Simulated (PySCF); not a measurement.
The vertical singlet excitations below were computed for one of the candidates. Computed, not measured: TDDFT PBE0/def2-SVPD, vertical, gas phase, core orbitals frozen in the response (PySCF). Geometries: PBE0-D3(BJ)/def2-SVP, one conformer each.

```
state  ν̃ (cm⁻¹)      f  main configurations (H = HOMO, L = LUMO)
   S1      57850  0.042                  H→L+1 (49%), H→L+2 (44%)
   S2      59460  0.473                                 H→L (90%)
   S3      61150  0.010     H→L+3 (49%), H→L+5 (17%), H→L+1 (15%)
   S4      61350  0.010     H→L+1 (28%), H→L+2 (24%), H→L+4 (23%)
   S5      63770  0.011     H-2→L (39%), H→L+4 (20%), H-5→L (10%)
   S6      64070  0.014     H→L+4 (48%), H-2→L (19%), H→L+3 (10%)
```

Orbital energies (eV): HOMO-3 -9.26, HOMO-2 -9.07, HOMO-1 -8.97, HOMO -7.34, LUMO 0.36, LUMO+1 0.84, LUMO+2 1.20.

Problem. Which candidate is it?
A. `C1CCCCCC1`
B. `CCCCCC=C`
C. `C1=CC=CC=C1`

Solution. B. Its S1 lies at 7.17 eV; the nearest of the others has S1 at 8.08 eV. S1 is HOMO→LUMO+1 (49%), HOMO→LUMO+2 (44%). Löwdin shares by element: HOMO carbon 85% or more (atoms not listed hold the other 15%); LUMO carbon 69% or more, hydrogen 12% or more (atoms not listed hold the other 19%). At the same level the other candidates give, for their lowest levels:
- `C1CCCCCC1`: 8.08 eV (f 0.006); 8.15 eV (f 0.000); 8.23 eV (f 0.001); 8.50 eV (f 0.009); 8.59 eV (f 0.004); T1 7.85 eV; HOMO -8.45, LUMO 0.74 eV
- `c1ccccc1`: 5.51 eV (f 0.000); 6.22 eV (f 0.000); 7.18 eV (f 1.201 summed over 2 states); 7.21 eV (f 0.000 summed over 2 states); 7.70 eV (f 0.000); T1 4.10 eV; HOMO -7.33, LUMO -0.27 eV

Conformer computed: `[CH2:1]=[CH:2][CH2:3][CH2:4][CH2:5][CH2:6][CH3:7]`: C1–C2–C3–C4 119°, C2–C3–C4–C5 179°, C3–C4–C5–C6 180°, C4–C5–C6–C7 180°.
Triplets come from the Tamm–Dancoff approximation.
